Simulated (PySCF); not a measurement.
Orbital picture of F2

r²SCAN at R = 1.378 Å; F pcseg-2; no relativity (PySCF 2.14). State: ¹Σg⁺ (singlet), closed shell. Only the outer orbitals are listed.

```csv
orbital,occ.,ε (eV),main shells (%)
σg,2,-36.01,93 s
σu,2,-28.90,98 s
σg,2,-15.91,92 p
πu,2,-13.65,100 p
πu,2,-13.65,100 p
πg,2,-9.84,100 p
πg,2,-9.84,100 p
σu,0,-4.82,100 p
```

Which are the highest filled and the lowest empty level, where do they sit, and how wide is the gap?

Highest filled πg at -9.84 eV (in %: 100 p); lowest empty σu at -4.82 eV (in %: 100 p); the gap at r²SCAN is 5.02 eV.

```
bond order (Mayer) : 0.89
⟨S²⟩               : 0.000
```
